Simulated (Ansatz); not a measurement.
# CH4AlO+: single points off equilibrium

An exercise on one series of results from a longer session: the logs are not shown, and one member is left open.

Program: Ansatz 0.2.0, Gaussian basis. Level of theory: single points in def2-TZVPP. These are calculated values, not measurements.

Correlated methods freeze the cores.

## The system as given

SMILES `[CH2+][O][AlH2]`, 7 atoms, charge 1, spin multiplicity 1.

Atoms are counted from 1 here; the program's logs count them from 0.

Bond lengths: C1–O2 1.209 Å, C1–H4 1.035 Å, C1–H5 1.075 Å, O2–Al3 1.783 Å, Al3–H6 1.512 Å, Al3–H7 1.552 Å. Angles: O2–C1–H4 124.2°, O2–C1–H5 122.5°, H4–C1–H5 112.4°, C1–O2–Al3 176.0°, O2–Al3–H6 111.2°, O2–Al3–H7 114.4°, H6–Al3–H7 133.0°.

Coordinates:

```xyz
7
charge 1, multiplicity 1
C    -1.25350    0.22950   -0.71790
O    -0.21740    0.08760   -0.11160
Al    1.30400   -0.24220    0.75690
H    -1.61340   -0.44000   -1.42100
H    -1.98110    0.97490   -0.45180
H     1.59240    0.83210    1.78100
H     2.16880   -1.37020    0.13250
```

The first run:

The input, run/in.yaml:

```yaml
crystal:
  periodic: [false, false, false]
  atoms:
    - {symbol: C, position_ang: [-1.253500, 0.229500, -0.717900]}
    - {symbol: O, position_ang: [-0.217400, 0.087600, -0.111600]}
    - {symbol: Al, position_ang: [1.304000, -0.242200, 0.756900]}
    - {symbol: H, position_ang: [-1.613400, -0.440000, -1.421000]}
    - {symbol: H, position_ang: [-1.981100, 0.974900, -0.451800]}
    - {symbol: H, position_ang: [1.592400, 0.832100, 1.781000]}
    - {symbol: H, position_ang: [2.168800, -1.370200, 0.132500]}
basis:
  gaussian: {orbitals: def2-TZVPP}
total_charge: 1
correlation: {method: ccsd_t}
output: {forces: true}
```

No record of the launch command was kept for these runs.

Among the steps run: CCSD(T)/def2-TZVPP; PBE0-D4/def2-TZVPP; wB97M-V/def2-TZVPP; r2SCAN-D4/def2-TZVPP; PBE-D4/def2-TZVPP; BLYP-D4/def2-TZVPP; HSE06-D4/def2-TZVPP.

One of the session's tables, all rows but one given; the rest of the session is left out.

```
   method  RMS force component (eV/Å)  angle to CCSD(T) forces (°)
  CCSD(T)                       0.821                    reference
  PBE0-D4                       0.800                         17.0
  wB97M-V                       0.791                         10.7
r2SCAN-D4                       0.802                          9.3
   PBE-D4                       0.879                          9.1
  BLYP-D4                           ?                            ?
 HSE06-D4                       0.800                         16.8
```

Estimate the missing values for BLYP-D4.

As computed: RMS force component (eV/Å): 0.880; angle to CCSD(T) forces (°): 6.5. In the column «RMS force component (eV/Å)» it is the highest.
